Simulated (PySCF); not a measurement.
**Aluminium: a sound run and one with changed settings**

Sound run: Al [Ne] 3s2 3p1, Al⁺ [Ne] 3s2. All numbers are calculated (PySCF 2.14, the non-relativistic Hamiltonian (point nucleus), in cc-pV(T+d)Z). In the sound run the correlated levels freeze [Ne]. The sound run starts from symmetry-adapted Hartree-Fock orbitals and uses a fine grid where one is needed.

Changed run: initial guess minao, at most 50 SCF cycles.

```
species   method  sound run (hartree)  changed run (hartree)  converged
     Al      UHF           -241.87908             -241.87908        yes
     Al     MN15           -242.24957             -242.24957        yes
     Al  CCSD(T)           -241.93131             -241.93131        yes
    Al⁺     PBE0           -242.02843             -242.02843        yes
    Al⁺      MP2           -241.70114             -241.70114        yes
```

Here the plain start reaches the same solutions.
